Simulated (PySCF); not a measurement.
Molecule: SMILES O=P(O)(O)O, H3O4P.

Atom-mapped SMILES (the numbers label the heavy atoms): `[O:1]=[P:2]([OH:3])([OH:4])[OH:5]` (H(Xn): hydrogen on atom n).

Geometry PBE0-D3(BJ)/def2-SVP throughout; GIAO in PySCF 2.14.0 with density-fitted response routines, gas phase, one conformer, non-relativistic; equivalent atoms averaged; basis pcSseg-2.

Question: How do the absolute shieldings σ depend on the functional? (ppm; last column core-seconds on shared hosts with different chips, so compare them loosely; the GGAs took longer than the global hybrids here, which isn't the general rule, and the cause wasn't traced)

Answer: 
```
functional                    kind     O1  O3/O4/O5     P2  H(O3)/H(O4)/H(O5)  core-s
        HF            Hartree–Fock  209.5     244.8  343.9              28.14      13
       LDA                     LDA  149.8     206.7  259.1              27.63      33
       PBE                     GGA  158.0     210.8  281.8              28.25      36
      BLYP                     GGA  159.2     209.4  271.3              28.48      38
      BP86                     GGA  158.7     210.9  280.3              28.30      44
      OPBE                     GGA  166.0     218.5  312.4              28.22      42
       KT2                     GGA  158.7     211.6  313.1              28.23      46
       KT3                     GGA  165.9     216.1  321.6              28.42      49
     B97-D                     GGA  167.6     216.5  294.6              28.43      48
     B3LYP           global hybrid  169.0     217.0  283.3              28.31      24
      PBE0           global hybrid  171.0     220.5  296.6              28.13      25
  mPW1PW91           global hybrid  170.9     220.3  295.0              28.17      23
      WP04           global hybrid  171.5     216.1  287.6              28.27      17
     B97-2           global hybrid  175.6     222.3  303.0              28.25      19
 BHandHLYP           global hybrid  184.7     227.6  303.5              28.14      18
 CAM-B3LYP  range-separated hybrid  175.3     220.9  283.5              28.12      28
   wB97X-D  range-separated hybrid  174.5     221.7  293.1              28.19      22
   LC-wPBE  range-separated hybrid  182.6     227.0  291.7              28.06      30
```

Question: Which nucleus moves most, in ppm?

Answer: P2 (phosphorus bonded to 4 O): from 259.1 ppm with LDA to 343.9 ppm with HF. The smallest spread is 0.85 ppm, at H(O3)/H(O4)/H(O5).
